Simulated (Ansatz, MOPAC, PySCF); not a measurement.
Molecule: thiooxirane, C2H4S, net charge 0, singlet state. SMILES: C1CS1
Geometry: optimised at B3LYP-D3(BJ)/def2-TZVP (Ansatz, a program for electronic structure).

Unscaled harmonic wavenumbers (cm⁻¹) in rising order, each level at the stationary point that it reaches from this structure (no distance between atoms moves by over 0.3 Å); the order of modes can differ between levels, and a negative number is imaginary. B3LYP-D3(BJ)/def2-TZVP (PySCF, at the structure above): 625, 669, 839, 900, 957, 1044, 1077, 1140, 1198, 1477, 1498, 3124, 3125, 3201, 3215.

PM6 (MOPAC): 628, 642, 813, 815, 860, 1049, 1072, 1121, 1254, 1300, 1335, 2689, 2712, 2758, 2763. Zero-point energy 31.2 against 34.4 kcal/mol; where all levels lie over 400 cm⁻¹, the wavenumbers are on average 0.932 times those of B3LYP-D3(BJ)/def2-TZVP.

HF/6-31G* (Ansatz): 681, 746, 907, 997, 1064, 1158, 1217, 1241, 1314, 1616, 1653, 3324, 3331, 3408, 3423. Zero-point energy 37.3 against 34.4 kcal/mol; where all levels lie over 400 cm⁻¹, the wavenumbers are on average 1.092 times those of B3LYP-D3(BJ)/def2-TZVP.
